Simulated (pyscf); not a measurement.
Optimised with ωB97X-D3(BJ)/def2-SVP in PySCF.

### Question
PBE/def2-TZVP puts the barrier of H₂N–NH₂ + SiH₃• -> H₂N–NH–SiH₃ + H• (substitution at N; doublet surface; H–N broken, N–Si formed) at 14.4 kcal/mol and the reaction energy at +10.0 kcal/mol, from the separated reactants. What do r²SCAN/def2-TZVP, M06-2X/def2-TZVP, ωB97M-D3(BJ)/def2-TZVP give on the same structures?

### Answer
r²SCAN: ΔE‡ = 16.7 kcal/mol, ΔE = +10.1 kcal/mol; M06-2X: ΔE‡ = 21.9 kcal/mol, ΔE = +7.1 kcal/mol; ωB97M-D3(BJ): ΔE‡ = 22.0 kcal/mol, ΔE = +6.7 kcal/mol. PBE's barrier lies under all of them, by 2.3 to 7.5 kcal/mol. Its reaction energy matches one of them and lies within 3.3 kcal/mol of the others. Low barriers are usual for a GGA, whose delocalisation error favours stretched bonds. On the reactant side the descent ends in a complex, 5.5 kcal/mol under the separated species and 28.8 kcal/mol under the saddle at ωB97X-D3(BJ)/def2-TZVP. The same reactants have a lower exit, to H₂N–SiH₃ + NH₂• (barrier +6.3 kcal/mol at ωB97M-D3(BJ)/def2-TZVP, against +22.0 kcal/mol here). H₂N–NH–SiH₃ lies 57.4 kcal/mol over its isomer H₂N–SiH₂–NH₂ (electronic energy, ωB97M-D3(BJ)/def2-TZVP). This is the saddle that the search found; another between the same sides may lie lower. The angle at the attacked N is 126°.
